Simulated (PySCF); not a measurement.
**N2O (nitrous oxide): M06-2X/STO-6G**

Aim: the vertical ionisation energy of N2O (nitrous oxide) at M06-2X/STO-6G, from 2 runs. Input form: a Python script.

Program for the calculation: PySCF 2.14.0.

7 further runs of the same task are left out: 7 set aside as unsound or not needed.

## (1) Starting point

The species is N2O (3 atoms), meant as a singlet with charge 0. SMILES: `N#[N+][O-]`. The coordinates come from a PBE0-D4/def2-TZVP relaxation.

Bond lengths: N1–N2 1.118 Å, N2–O3 1.174 Å. Angles: N1–N2–O3 180.0°.

## (2) The energy at M06-2X/STO-6G

job.py reads:

```python
# N#[N+][O-]
from pyscf import gto, dft

mol = gto.Mole()
mol.atom = '''
N     -0.966973     1.892183    -0.317285
N     -0.015874     0.031180    -0.005291
O      0.982847    -1.923363     0.322576
'''
mol.spin = 0
mol.basis = 'sto-6g'
mol.verbose = 4
mol.unit = 'bohr'
mol.max_memory = 1860
mol.build()

ks = dft.RKS(mol)
ks.xc = 'm06-2x'
ks.conv_tol = 1e-10
ks.grids.level = 5
ks.kernel()
if not ks.converged:
    ks = ks.newton().run(ks.mo_coeff, ks.mo_occ)

e_final = ks.e_tot
print('E(%s) = %.9f' % ('M06-2X', e_final))
```

Run with:

```
$ OMP_NUM_THREADS=1 python job.py
```

Standard output:

```text
PySCF version 2.14.0

[INPUT] num. atoms = 3
[INPUT] num. electrons = 22
[INPUT] charge = 0
[INPUT] spin (= nelec alpha-beta = 2S) = 0
[INPUT] symmetry False subgroup None
[INPUT] Mole.unit = bohr
[INPUT] Symbol           X                Y                Z      unit          X                Y                Z       unit  Magmom
[INPUT]  1 N     -0.511700075175   1.001300122490  -0.167899991367 AA   -0.966973000000   1.892183000000  -0.317285000000 Bohr   0.0
[INPUT]  2 N     -0.008400159046   0.016499745436  -0.002799876623 AA   -0.015874000000   0.031180000000  -0.005291000000 Bohr   0.0
[INPUT]  3 O      0.520100234221  -1.017799867927   0.170699867990 AA    0.982847000000  -1.923363000000   0.322576000000 Bohr   0.0

nuclear repulsion = 61.3478590084686
number of shells = 9
number of NR pGTOs = 90
number of NR cGTOs = 15
basis = sto-6g
ecp = {}

******** <class 'pyscf.dft.rks.RKS'> ********
method = RKS
initial guess = minao
damping factor = 0
level_shift factor = 0
DIIS = <class 'pyscf.scf.diis.CDIIS'>
diis_start_cycle = 1
diis_space = 8
diis_damp = 0
SCF conv_tol = 1e-10
SCF conv_tol_grad = None
SCF max_cycles = 50
direct_scf = True
direct_scf_tol = 1e-13
XC library pyscf.dft.libxc version 7.0.0
    S. Lehtola, C. Steigemann, M. J.T. Oliveira, and M. A.L. Marques.,  SoftwareX 7, 1–5 (2018)
XC functionals = m06-2x
    Y. Zhao and D. G. Truhlar.,  Theor. Chem. Acc. 120, 215 (2008)
    Y. Zhao and D. G. Truhlar.,  Theor. Chem. Acc. 120, 215 (2008)
radial grids:
    Treutler-Ahlrichs [JCP 102, 346 (1995); DOI:10.1063/1.469408] (M4) radial grids

becke partition: Becke, JCP 88, 2547 (1988); DOI:10.1063/1.454033
pruning grids: <function nwchem_prune>
grids dens level: 5
symmetrized grids: False
atomic radii adjust function: <function treutler_atomic_radii_adjust>
small_rho_cutoff = 0
Set gradient conv threshold to 1e-05
Initial guess from minao.
tot grids = 127208
init E= -184.759355387508
  HOMO = -0.289760644902424  LUMO = 0.089412368418678  gap/eV = 10.31782
cycle= 1 E= -183.682828882843  delta_E= 1.08  |g|= 0.73  |ddm|= 3.04
  HOMO = -0.253695883955141  LUMO = 0.082158622209499  gap/eV = 9.13907
cycle= 2 E= -183.656224735581  delta_E= 0.0266  |g|= 0.803  |ddm|= 1.67
  HOMO = -0.312118983167067  LUMO = 0.124827063820615  gap/eV = 11.88991
cycle= 3 E= -183.803417859784  delta_E= -0.147  |g|= 0.249  |ddm|= 0.964
  HOMO = -0.302291581604845  LUMO = 0.120534891241965  gap/eV = 11.50569
cycle= 4 E= -183.820102931449  delta_E= -0.0167  |g|= 0.0328  |ddm|= 0.297
  HOMO = -0.304371944155925  LUMO = 0.123963553291526  gap/eV = 11.65560
cycle= 5 E= -183.820431637741  delta_E= -0.000329  |g|= 0.00652  |ddm|= 0.0458
  HOMO = -0.304066757764429  LUMO = 0.123734332529539  gap/eV = 11.64106
cycle= 6 E= -183.820442700092  delta_E= -1.11e-05  |g|= 0.00101  |ddm|= 0.00679
  HOMO = -0.304013389640404  LUMO = 0.123664759340016  gap/eV = 11.63772
cycle= 7 E= -183.820442974109  delta_E= -2.74e-07  |g|= 3.57e-05  |ddm|= 0.00131
  HOMO = -0.304017353315169  LUMO = 0.123669498414024  gap/eV = 11.63795
cycle= 8 E= -183.820442974499  delta_E= -3.91e-10  |g|= 3.03e-06  |ddm|= 4.89e-05
  HOMO = -0.304016970695311  LUMO = 0.123669401490063  gap/eV = 11.63794
cycle= 9 E= -183.820442974502  delta_E= -2.9e-12  |g|= 4.3e-07  |ddm|= 5.3e-06
  HOMO = -0.304017000181892  LUMO = 0.123669392631022  gap/eV = 11.63794
Extra cycle  E= -183.820442974502  delta_E= 1.71e-13  |g|= 7.81e-07  |ddm|= 1.22e-06
converged SCF energy = -183.820442974502
E(M06-2X) = -183.820442975
```

Run time: 2.7 s. Hardware: 1 thread of Arm Neoverse V1, shared host; peak memory 0.18 GiB.

## (3) The doublet cation

start.xyz reads:

```xyz
3

N     -0.511700     1.001300    -0.167900
N     -0.008400     0.016500    -0.002800
O      0.520100    -1.017800     0.170700
```

calc.py reads:

```python
from pyscf import gto, dft

mol = gto.Mole()
mol.atom = 'start.xyz'
mol.spin = 1
mol.charge = 1
mol.max_memory = 1860
mol.verbose = 3
mol.basis = 'sto-6g'
mol.build()

ks = dft.UKS(mol, xc='m06-2x')
ks.conv_tol = 1e-10
ks.grids.level = 5
ks.kernel()
if not ks.converged:
    ks = ks.newton().run(ks.mo_coeff, ks.mo_occ)

etot = ks.e_tot
print('E = %.10f Eh' % etot)
```

Run with:

```
$ OMP_NUM_THREADS=1 python calc.py
```

Standard output:

```text
converged SCF energy = -183.40566178975  <S^2> = 0.77015391  2S+1 = 2.0200534
E = -183.4056617898 Eh
```

Wall time 11 s (1 thread of Arm Neoverse V1, shared host); peak memory 0.19 GiB.

## (4) Results

Level: M06-2X/STO-6G.

| quantity | value |
| --- | --- |
| singlet N2O: total energy | -183.82044 Eh |
| singlet N2O: dipole moment | 0.36 D |
| singlet N2O: HOMO energy | -8.27 eV |
| singlet N2O: LUMO energy | 3.37 eV |
| singlet N2O: HOMO–LUMO gap | 11.64 eV |
| doublet cation: total energy | -183.40566 Eh |
| doublet cation: HOMO energy (highest over α and β) | -20.50 eV |
| doublet cation: LUMO energy (lowest over α and β) | -14.36 eV |
| doublet cation: ⟨S²⟩ | 0.770 |
| vertical ionisation energy (to the doublet cation) | 11.287 eV |

Removing an electron at fixed nuclei costs 11.29 eV (1089 kJ/mol). −ε(HOMO) before ionisation, 8.27 eV, is 3.01 eV below this ionisation energy. In a minimal basis such a difference can be off by several eV, whatever the method.
